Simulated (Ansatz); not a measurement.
# H2Al–Al, triplet: the ladder up to full CI

Geometry: a point of a breathe scan, not a stationary point.

```xyz
4

Al    0.0000    0.0000   -1.8050
Al    0.0000    0.0000    2.0202
H     0.0000    2.1319   -2.8804
H     0.0000   -2.1319   -2.8804
```

Basis 6-31G; Ansatz 0.2.0. Correlated methods freeze the noble-gas cores, which leaves 8 electrons in 20 orbitals. R marks a restricted (for open shells ROHF) determinant, U an unrestricted one. Active spaces: valence = (8e, 10o) chosen from the atoms' valence shells; pair = (4e, 4o) about the gap.

Full CI is exact within this basis and frozen core; it isn't the basis-set limit. The frozen core follows each run's orbitals, which can shift R against U totals by a few meV.

Unrestricted rows (U) aren't spin-pure: their determinants' ⟨S²⟩ exceeds S(S+1) by up to 0.34, so they mix in states of higher spin. HF rows are the lowest solutions found. Coupled cluster chose its determinant by trial CCSD, here up to 0.19 eV above the lowest Hartree–Fock solution of its kind, and MP2 stands on that determinant too. For open shells CISD and CISDTQ are restricted-active-space CI with the open shells as a complete middle space.

The UHF ⟨S²⟩ is 2.343. The T1 diagnostic (RCCSD) is 0.0500 and the largest doubles amplitude (RCCSD) is 0.114. The T1 diagnostic (UCCSD) is 0.0673.

| level | E − E(full CI) (kJ/mol) | share of correlation (%) | wall time |
| --- | --- | --- | --- |
| UHF | 254.4 | 20.90 | – |
| RMP2 | 135.1 | 58.00 | – |
| UMP2 | 131.4 | 59.14 | – |
| RCCSD | 14.2 | 95.58 | – |
| UCCSD | 11.1 | 96.54 | – |
| RCCSD(T) | 5.7 | 98.24 | 5.5 s |
| UCCSD(T) | 6.5 | 97.99 | 4 s |
| BCCD(T) | 6.1 | 98.10 | 5.5 s |
| RCCSDT | 0.7 | 99.77 | – |
| UCCSDT | 1.0 | 99.70 | – |
| CISDTQ | 9.6 | 97.03 | 16 s |
| RCCSDT(Q) | 0.3 | 99.90 | 10 s |
| UCCSDT(Q) | 0.5 | 99.84 | 8 s |
| CASSCF (valence space) | 48.4 | 84.96 | – |
| NEVPT2 (valence space) | 17.1 | 94.67 | 9.5 s |
| MRCISD (valence space) | 2.6 | 99.20 | – |
| MRCISD+Q (valence space) | 1.6 | 99.51 | 12 s |

The correlation energy at full CI, counted from the determinant under the R cluster runs, is -3.333 eV. That run took 93 s on 1 thread of Arm Neoverse V1, shared host over 5,855,680 determinants.

Run but not shown, since their state or frozen core can't be matched to the reference's or they repeat it: RHF, CISD, CASSCF (pair space), NEVPT2 (pair space), MRCISD (pair space), MRCISD+Q (pair space).

Times hold each run's SCF and search for its determinant on a shared host, so for small cases they say little of a method's own cost; they ran on 1 thread of Arm Neoverse V1.

The full-CI state has the irrep B1 of C2v, in the program's axes.

Natural occupations of full CI about the gap: 1.916 1.897 1.819 0.998 0.980 0.125 0.099 0.048 0.045 0.041; effectively unpaired electrons, Σ n²(2−n)², 2.29.
